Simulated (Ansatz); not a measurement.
Basis-set extrapolation for C₆H₄F₂, SMILES `Fc1ccc(F)cc1` (PBE0-D4/def2-TZVP geometry, frozen core, Ansatz). Multiplicity 1, RHF reference.

```
                      def2-TZVPP   def2-QZVPP
                 HF  -428.576415  -428.594232
    MP2 correlation    -1.422365    -1.530274
CCSD(T) correlation    -1.505277      not run
```

Energies in hartree. Use E(X) = E(∞) + A·exp(−7.88·√X) for Hartree–Fock and E(X) = E(∞) + B·X^(−2.97) for correlation, with X = 3 and 4, and add CCSD(T) minus MP2 of the smaller set to the MP2 limit.

Problem. What is the CCSD(T) energy at the basis-set limit?

Solution. HF limit: -428.594232 + (-0.017817) × 0.13774 = -428.59669. MP2 limit: -1.530274 + (-0.107909) × 0.74074 = -1.61021. Higher-order term: -1.505277 − (-1.422365) = -0.08291. Total: -430.28981 hartree, 130.6 kcal/mol below CCSD(T)/def2-TZVPP.
